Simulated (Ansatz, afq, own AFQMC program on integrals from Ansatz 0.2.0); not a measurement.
Integrals from Ansatz 0.2.0, then the random walk in our own AFQMC program (afq).

```yaml
crystal:
  periodic: [false, false, false]
  atoms:
    - {symbol: C, position_ang: [0.000000, 0.000000, 0.000000]}
    - {symbol: Na, position_ang: [0.000000, 0.000000, 3.025000]}
basis:
  gaussian: {orbitals: cc-pVDZ}
magnetization: {spin_polarized: true, initial_magnetization: 3}
correlation: {method: ccsd_t, electrons: outside_noble_gas, hamiltonian_folder: ham}
```

```sh
$ ansatz run in.yaml --threads 1 --pin off --events-out ev --progress --plain --max-ram 16896MiB --backend cuda --devices 0, --max-vram 18GiB
```

Options of the walk:

```
--method phaseless --trial cisd --walkers 4000 --populations 20 --least-time 60 --time-step 0.005 --steps-per-block 50 --equilibration-blocks 40 --max-blocks 4000 --target-error 0.00027 --factor-cut 1e-05 --start spin_pure --seed 261 --release-times 0.24,0.51,0.99,1.62,2.4 --release-step 0.03 --release-every 3 --taylor-order 6
```

Times are imaginary, in 1/Eh. The walk had a cap of 122 s. With eight or more populations the least sampling time is a fifth of least-time, and the error comes from their spread.

Output of the walk:

```
orbitals 26  electrons 4 1  factors 162 of 300
reference energy -199.55591464 Eh
CCSD correlation -0.09161963 Eh in 13 cycles, weight of the determinant in the CISD state 0.9370
energy of the start -199.647504 Eh
 block  time / (1/Eh)  mean weight  energy / Eh
     1     0.250  1.0000  -199.647450
     2     0.500  0.9999  -199.647824
     3     0.750  0.9999  -199.648240
     4     1.000  1.0000  -199.648620
     5     1.250  0.9999  -199.648960
     8     2.000  1.0000  -199.649566
    11     2.750  0.9999  -199.649851
    17     4.250  1.0000  -199.650367
    23     5.750  1.0000  -199.650188
    29     7.250  1.0000  -199.649973
    35     8.750  1.0003  -199.649921
    41    10.250  0.9999  -199.649813
    47    11.750  1.0001  -199.649912
    53    13.250  0.9998  -199.649849
    59    14.750  1.0000  -199.649877
    65    16.250  0.9998  -199.649630
    71    17.750  1.0000  -199.649485
    77    19.250  1.0001  -199.649604
    83    20.750  1.0001  -199.649580
    89    22.250  0.9998  -199.648932
error from the spread of 20 populations
released: time / (1/Eh)  energy / Eh  error  mean overlap
  0.24  -199.645121  0.004667  0.9985
  0.51  -199.649959  0.000093  0.9981
  0.99  -199.650102  0.000119  0.9993
  1.62  -199.650250  0.000081  0.9963
  2.40  -199.650410  0.000103  0.9973
energy -199.649485 +/- 0.000110 Eh
(rows thinned)
```

The run passed its tests (sampling time, drift between the halves within three errors, error under three times the target), which doesn't prove that it has relaxed. The second half of the sampling lies above the first by 2.7 errors of their difference, so the energy may still be moving and its error bar be too small.

Against this walk (error 3.0 meV) on the same determinant: CCSD(T) 4.9 meV lower (within the noise), CCSDT(Q) 28.7 meV lower, CCSDTQ 28.9 meV lower, full CI 28.9 meV lower. The error is statistical and leaves out the bias of the constraint. The released energies have errors that jump between times, so the bars are unsure (meV from the phaseless value at times in 1/Eh: 119 ± 127 at 0.24, -13 ± 3 at 0.51, -17 ± 3 at 0.99, -20.8 ± 2.2 at 1.62, -25 ± 3 at 2.40), so they give no level; they do show a bias of the constraint, and the last of them that isn't too noisy lies 4 meV above full CI. Full CI is exact here, so the walk's 29 meV above it is the walk's own error: the bias of the constraint with this trial, or a walk that hasn't relaxed.

Cautions: constraint bias not in the error; lower spins were not checked.

The walk took 21 s on 1 × NVIDIA H100 80GB HBM3 with 2 threads of AMD EPYC 7R13 Processor (Zen 3) (shared host) (the card was shared). The log's last line is the phaseless energy.

CCSDT and higher add their correlation energy to the determinant of the CCSD(T) run, since their own runs factorise the integrals more tightly (a shift of under 2 meV). A walk keeps the symmetry of its determinant, which the program's search chose and which needn't be the lowest solution, so a lower state of the same spin and another symmetry isn't excluded.
